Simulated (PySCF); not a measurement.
# Unknown: peak-picked proton spectrum

Formula C$_{4}$H$_{5}$F. The spectrum was simulated from the full spin Hamiltonian at 700 MHz with 0.6 Hz Lorentzian lines, from shifts rounded to 0.01 ppm and J to 0.1 Hz, couplings under 1 Hz left out.

Maxima in ppm (height), grouped by integral:
2H: 2.293 (26), 2.292 (26), 2.288 (27), 2.287 (27)
1H: 1.975 (7), 1.969 (12), 1.964 (6), 1.936 (7), 1.931 (12), 1.925 (6)
2H: 1.090 (100)

$^{13}$C{$^{1}$H} NMR (computed): δ 75.7 (C, d, J = 406.2 Hz), 35.0 (CH2, d, J = 6.0 Hz), 6.7 (CH, d, J = 6.0 Hz).

- couplings computed with B3LYP/pcJ-1 (spin–dipole term only in couplings to heteroatoms)
- structure optimised with PBE0-D3(BJ)/def2-SVP
- GIAO B97-2/pcSseg-2 shieldings
- code: PySCF 2.14.0 with density-fitted response routines
- non-relativistic Hamiltonian, no solvent, one computed conformer, equivalent nuclei averaged

References, each an isolated molecule treated in the same way: TMS for $^{1}$H (σ = 31.36 ppm), $^{13}$C (σ = 183.46 ppm).

(1) Analyse the multiplets.

(2) What is the compound?

Results:

(1) $^{1}$H NMR (700 MHz, computed): δ 2.29 (dd, J = 3.7, 1.2 Hz, 2H), 1.95 (dt, J = 27.2, 3.7 Hz, 1H), 1.09 (s, 2H). These are first-order names from the parameters used; overlap and second-order distortion can hide them in the list.

(2) `F[C@]12C[C@H]1C2`.

Structure with atom numbers: `[F:1][C@:2]12[CH2:3][C@H:4]1[CH2:5]2`. Hydrogens are named by the atom that carries them. Ha(C5) is cis to C3 on the ring; Ha(C3) is cis to C5 on the ring; Hb(C5) is trans to C3 on the ring; Hb(C3) is trans to C5 on the ring.

- δ 2.29: Hb(C3)/Hb(C5), hydrogen on a three-membered-ring carbon, coupled to H(C4) (3.7 Hz), F1 (1.2 Hz).
- δ 1.95: H(C4), hydrogen on a three-membered-ring carbon, coupled to F1 (27.2 Hz), Hb(C3)/Hb(C5) (3.7 Hz).
- δ 1.09: Ha(C3)/Ha(C5), hydrogen on a three-membered-ring carbon.

This is the structure that produced the data.

Common functionals overestimate the size of one-bond C–F couplings by tens of Hz; these are unscaled. Splittings below 1 Hz are ignored in the labels, and close J values are merged. Unscaled 3J(H,H) at this level run about 10 % above measured values. Shifts are as computed. Against solution values, carbons near 30 ppm lie about +4 ppm off and those near 130 ppm about +7 ppm. Of 1211 compounds with measured shifts, 218 miss one by over three times the rms of a fit or turn the order of signals round; such compounds aren't used in these exercises.
